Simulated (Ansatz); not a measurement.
# TO phonon frequency at L of zinc-blende HgS (metastable phase) at several levels of theory

No measured value is used here.

```tsv
level (code)	value (cm⁻¹)	cell (Å³/atom)
LDA (Ansatz)	229	24.54
PBE (Ansatz)	198	26.88
PBEsol (Ansatz)	218	25.36
```

Density-functional levels without +SOC have no spin–orbit coupling. LDA, PBE, PBEsol: the solid has no gap at this level, which affects its response. Each level is taken at its own relaxed cell. Ansatz's density-functional and Hartree–Fock values are scalar-relativistic unless marked +SOC, with PAW data made under PBE.

Ansatz is a program for electronic structure.
